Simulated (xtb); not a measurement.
xtb input (GFN2-xTB):

```bash
xtb mol.xyz --gfn 2 --sp --chrg 0 --uhf 0
```
mol.xyz:
```
2

Cl    -0.00000000    -0.00000000    -1.00677069
Cl     0.00000000     0.00000000     1.00677069
```

End of the output:

```
         :::::::::::::::::::::::::::::::::::::::::::::::::::::
         ::                     SUMMARY                     ::
         :::::::::::::::::::::::::::::::::::::::::::::::::::::
         :: total energy              -9.079325966216 Eh    ::
         :: gradient norm              0.001531320848 Eh/a0 ::
         :: HOMO-LUMO gap              3.388846814723 eV    ::
         ::.................................................::
         :: SCC energy                -9.079978378571 Eh    ::
         :: -> isotropic ES           -0.000001477513 Eh    ::
         :: -> anisotropic ES          0.000101029123 Eh    ::
         :: -> anisotropic XC          0.002394413817 Eh    ::
         :: -> dispersion             -0.000756330080 Eh    ::
         :: repulsion energy           0.000652412355 Eh    ::
         :: add. restraining           0.000000000000 Eh    ::
         :: total charge               0.000000000000 e     ::
         :::::::::::::::::::::::::::::::::::::::::::::::::::::

           -------------------------------------------------
          |                Property Printout                |
           -------------------------------------------------

    * Orbital Energies and Occupations

         #    Occupation            Energy/Eh            Energy/eV
      -------------------------------------------------------------
         1        2.0000           -1.1130491             -30.2876
         2        2.0000           -1.0570035             -28.7625
         3        2.0000           -0.5450088             -14.8304
         4        2.0000           -0.4985785             -13.5670
         5        2.0000           -0.4985785             -13.5670
         6        2.0000           -0.4406322             -11.9902
         7        2.0000           -0.4406322             -11.9902 (HOMO)
         8                         -0.3160944              -8.6014 (LUMO)
         9                         -0.0248309              -0.6757
        10                         -0.0248309              -0.6757
        11                         -0.0213892              -0.5820
        12                         -0.0213892              -0.5820
        13                         -0.0197071              -0.5363
        14                         -0.0197071              -0.5363
        15                         -0.0129162              -0.3515
        16                         -0.0129162              -0.3515
        17                         -0.0094377              -0.2568
        18                          0.0913833               2.4867
      -------------------------------------------------------------
                  HL-Gap            0.1245378 Eh            3.3888 eV
Note: The following floating-point exceptions are signalling: IEEE_UNDERFLOW_FLAG IEEE_DENORMAL
normal termination of xtb
             Fermi-level           -0.3783633 Eh          -10.2958 eV

     #   Z          covCN         q      C6AA      α(0)
     1  17 Cl       0.975     0.000    99.206    15.238
     2  17 Cl       0.975     0.000    99.206    15.238

 Mol. C6AA /au·bohr⁶  :        396.823596
 Mol. C8AA /au·bohr⁸  :      16556.893610
 Mol. α(0) /au        :         30.476070

Wiberg/Mayer (AO) data.
largest (>0.10) Wiberg bond orders for each atom

 ---------------------------------------------------------------------------
     #   Z sym  total        # sym  WBO       # sym  WBO       # sym  WBO
 ---------------------------------------------------------------------------
     1  17 Cl   1.058 --     2 Cl   1.058
     2  17 Cl   1.058 --     1 Cl   1.058
 ---------------------------------------------------------------------------

Topologies differ in total number of bonds
Writing topology from bond orders to xtbtopo.mol

molecular dipole:
                 x           y           z       tot (Debye)
 q only:        0.000       0.000      -0.000
   full:        0.000       0.000      -0.000       0.000
molecular quadrupole (traceless):
                xx          xy          yy          xz          yz          zz
 q only:       -0.000       0.000      -0.000       0.000       0.000       0.000
  q+dip:        0.294       0.000       0.294       0.000       0.000      -0.589
   full:       -0.562       0.000      -0.562       0.000       0.000       1.123

           -------------------------------------------------
          | TOTAL ENERGY               -9.079325966216 Eh   |
          | GRADIENT NORM               0.001531320848 Eh/α |
          | HOMO-LUMO GAP               3.388846814723 eV   |
           -------------------------------------------------

------------------------------------------------------------------------
------------------------------------------------------------------------
 total:
 SCF:
```
